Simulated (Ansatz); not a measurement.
# P (model structure, started from the beta-Sn type, I4₁/amd, No. 141, 2 atoms in the cell)

Level of theory: PBEsol (PAW; Ansatz, a quantum-chemistry and plane-wave program).

Numerical settings: plane-wave cutoff 500 eV, 16×16×16 k mesh, Fermi–Dirac smearing 0.05 eV, scalar-relativistic PAW data made under PBE.

Cell (relaxed at this level):

P is taken in the tetragonal space group I4₁/amd, origin choice 1 (No. 141), Pearson symbol tI4. Cell: a = b = 4.8305 Å, c = 2.4875 Å, α = β = γ = 90.00°. P on 4a is surrounded by 6 P at 2.487–2.494 Å. (Neighbours: up to the widest gap in distance over summed covalent radii, below 1.35, at either atom.)
(The calculation used a cell of 2 atoms; values per cell refer to that cell.)

```json
{
 "band_gap": "zero (no gap)"
}
```

Note: the relaxation could raise the start's symmetry but not lower it, so the cell can be a saddle point.

A model structure was made by putting elements into a prototype or built by hand; it is no filed structure, need not be a known phase, and can be a saddle point held by its symmetry.
